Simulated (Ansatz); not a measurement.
Two isomers of C4H7NS: A = `C=CNC(=C)S`, B = `C/C(C=S)=C/N`.

Isolated molecules relaxed with PBE0-D4/def2-TZVP in Ansatz; ΔE leaves out vibrations. CCSD(T)/CBS adds triple-zeta CCSD(T) − MP2 to the extrapolated MP2 energy (def2 sets, frozen cores). DFT in def2-TZVPP. B3LYP here is the variant with VWN-RPA as its local correlation; programs differ in this. Each species was taken in one conformer, which may not be the lowest.

A:

```xyz
13

C    -1.5048    0.3973    1.9344
C    -0.9066    0.5362    0.7518
N     0.1061   -0.2684    0.2806
C     0.7010   -0.2280   -0.9650
C     1.2922   -1.2888   -1.5260
S     0.6401    1.2874   -1.8645
H    -1.2335   -0.3857    2.6339
H    -2.2936    1.0768    2.2215
H    -1.1989    1.3215    0.0651
H     0.3232   -1.0879    0.8261
H     1.2171   -2.2714   -1.0740
H     1.8630   -1.1840   -2.4359
H     0.9947    2.0953   -0.8480
```

B:

Z-matrix (Å, degrees):
```
C
C 1 1.496
H 1 1.092 2 111.3
H 1 1.093 2 110.9 3 121.1
H 1 1.093 2 110.9 3 -121.1
C 2 1.419 1 119.6 3 -180.0
C 2 1.368 1 119.4 3 0.0
S 6 1.635 2 126.6 1 -0.0
H 6 1.093 2 116.4 1 179.9
N 7 1.346 2 128.7 1 179.9
H 7 1.086 2 118.0 1 -0.1
H 10 1.001 7 120.4 2 179.4
H 10 1.003 7 122.0 2 0.4
```

Which isomer does CCSD(T)/CBS put lower? Give the gap. (An estimate is asked.)

The calculation gave: B, by 13.6 kcal/mol.

Give E(B) − E(A) in kcal/mol with B3LYP, CCSD/def2-TZVPP, MP2/def2-TZVPP, PBE0-D4, HF/def2-TZVPP, PBE-D4, ωB97M-V. (An estimate is asked.)

The calculation gave: B3LYP -14.5, CCSD/def2-TZVPP -12.4, MP2/def2-TZVPP -15.4, PBE0-D4 -14.7, HF/def2-TZVPP -11.3, PBE-D4 -15.6, ωB97M-V -12.4. None reverses the order clearly.

Largest T1 diagnostic: 0.016.

In def2-TZVPP, CCSD(T) changes the Hartree–Fock value by −2.3 kcal/mol (the triples alone add −1.2 kcal/mol) and MP2 by −4.1 kcal/mol. From PBE to PBE0 (25 % exact exchange), in def2-TZVPP and without D4, E(B) − E(A) moves by +0.9 kcal/mol.
